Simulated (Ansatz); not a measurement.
Process, species as SMILES: CS (CH3-SH) → CH4S+ (doublet, bonded as CS) + e-
B3LYP-D3(BJ)/def2-TZVP geometries, fixed; electronic energies without zero-point terms.

The adiabatic ionisation energy at MP2 with Ansatz (a quantum-chemistry and plane-wave program), in eV, split into its Hartree-Fock and correlation parts. Cores are frozen. Open shells are unrestricted. No added dispersion term, no relativity. Functions are those of the species that has most.

```csv
basis,X,functions,Hartree-Fock,MP2
cc-pV(D+d)Z,2,57,8.300,9.108
cc-pV(T+d)Z,3,125,8.269,9.383
cc-pV(Q+d)Z,4,239,8.270,9.483
```

Worked estimate of the basis-set limit from each neighbouring pair, with Hartree-Fock from the larger set and the correlation part extrapolated as X^-3.
Correlation parts: X = 2: 0.808, X = 3: 1.114, X = 4: 1.213.
- (2,3): (27·(1.114) - 8·(0.808))/19 = 1.243; with Hartree-Fock 8.269 the estimate is 9.512 eV.
- (3,4): (64·(1.213) - 27·(1.114))/37 = 1.285; with Hartree-Fock 8.270 the estimate is 9.555 eV.
The last two estimates differ by 0.043 eV; the largest set lies 0.072 from the last. Over the last step Hartree-Fock moves by 0.001 and the correlation part by 0.099.
